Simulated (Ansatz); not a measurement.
## [BH$_{2}$···H···CH$_{2}$], triplet along the distance B1-H4

Starting geometry:

```
atom    x (Å)    y (Å)    z (Å)
   B  -1.5182   0.0000   0.0000
   H  -2.1149   1.0336   0.0000
   H  -2.1149  -1.0336   0.0000
   H  -0.3247   0.0000   0.0000
   C   1.4378   0.0000   0.0000
   H   1.8523   0.0000   0.9962
   H   1.8523   0.0000  -0.9962
```

From there H4 is moved from one fragment to the other while all else, the fragments' distance too, stays fixed, so the hump isn't the reaction's barrier; atoms are numbered as listed. Energies are in kcal/mol, counted from the starting geometry at the same level. Kohn–Sham curves are unrestricted where that lies lower.

Basis cc-pVDZ; Ansatz 0.2.0. Only valence electrons are correlated (noble-gas cores frozen). Prefix R: restricted or restricted open-shell reference; prefix U: unrestricted.

In so small a basis the reference is far from its limit while semilocal and hybrid functionals are nearer theirs (RPA and double hybrids share much of the reference's basis error), so the functionals' errors here hold much of the reference's basis and frozen-core error, which can add to them or hide them.

Full CI isn't at hand for all of this; UCCSDT(Q) serves as the reference, and is uncertain by about the last step of the cluster series.

```
distance B1-H4 (Å)  UCCSDT(Q)   PBE  r2SCAN  PBE0  B3LYP  r2SCANh  CAM-B3LYP  wB97M-V  B2PLYP  RPA-PBE
             1.110        2.5   3.9     3.2   3.2    3.0      3.0        2.8      2.5     2.6      2.8
             1.194        0.0   0.0     0.0   0.0    0.0      0.0        0.0      0.0     0.0      0.0
             1.290        1.4  -0.6     0.2   0.3    0.5      0.5        0.7      1.1     1.0      0.9
             1.386        4.3   0.3     2.0   2.1    2.4      2.5        3.0      3.7     3.6      3.3
             1.482        6.5   0.9     3.1   3.3    3.7      3.8        4.5      5.5     5.3      4.8
             1.578        6.2   0.0     2.2   2.6    3.1      3.0        3.9      5.1     4.7      4.1
             1.674        3.4  -2.2    -0.5  -0.1    0.5      0.2        1.1      2.4     1.9      1.1
             1.770       -0.1  -4.6    -3.6  -3.2   -2.5     -3.2       -2.3     -0.8    -1.7     -2.4
             1.866       -1.3  -4.4    -4.3  -3.8   -3.2     -4.1       -3.3     -1.8    -2.9     -3.4
```

Q: Judged by the spread of the error over the points with a reference (largest less smallest), which of these follows UCCSDT(Q) best and which worst?

A: Subtracting the UCCSDT(Q) column from each: best wB97M-V (errors from -1.1 to 0.0, spread 1.2 kcal/mol), worst PBE (from -6.2 to 1.4, spread 7.6 kcal/mol). Functionals and wave-function methods converge differently with the basis, so part of this is basis effect.
